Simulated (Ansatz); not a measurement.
HSi–GeH₃, singlet: reading a ladder of total energies

Geometry: displaced at random from a stationary point.

```
atom    x (Å)    y (Å)    z (Å)
  Si   0.1154  -0.0962   1.7622
  Ge  -0.0490   0.0185  -0.6535
   H   0.0298   1.4055   1.8006
   H   0.0794  -1.4435  -1.3392
   H   1.2777   0.6463  -1.2308
   H  -1.0711   0.7402  -1.2393
```

Basis cc-pVDZ; Ansatz 0.2.0. Only valence electrons are correlated (noble-gas cores and the filled d shells of p-block atoms frozen), which leaves 12 electrons in 46 orbitals. Prefix R: restricted or restricted open-shell reference. No spin–orbit coupling is included, and no scalar relativity.

Full CI isn't at hand for all of this; RCCSDT(Q) serves as the reference, and is uncertain by about the last step of the cluster series.

Runs differ by some tens of microhartree through their thresholds, so steps under 0.03 kcal/mol mean nothing.

```json
{"level": "RHF", "total energy (hartree)": "-2366.506613"}
{"level": "RMP2", "total energy (hartree)": "-2366.689504"}
{"level": "RCCSD", "total energy (hartree)": "-2366.737048"}
{"level": "RCCSD(T)", "total energy (hartree)": "-2366.742943"}
{"level": "RCCSDT", "total energy (hartree)": "-2366.744146"}
{"level": "RCCSDT(Q)", "total energy (hartree)": "-2366.744445"}
```

**Question.** What is the correlation energy at RCCSDT(Q), and what share of it do RMP2 and RCCSDT recover?

**Answer.** E(corr) = -2366.744445 − (-2366.506613) = -0.237832 hartree = -6.472 eV. RMP2: -0.182891 / -0.237832 = 76.90 %. RCCSDT: -0.237533 / -0.237832 = 99.87 %.

**Question.** By how many kcal/mol does RCCSD(T) miss RCCSDT(Q) (1 hartree = 627.509 kcal/mol), and which steps make up the rest?

**Answer.** -2366.742943 − (-2366.744445) = 0.001502 hartree = 0.94 kcal/mol. Steps: RCCSDT − RCCSD(T) = -0.75, RCCSDT(Q) − RCCSDT = -0.19 kcal/mol. Differences between like states or geometries often cancel part of this.
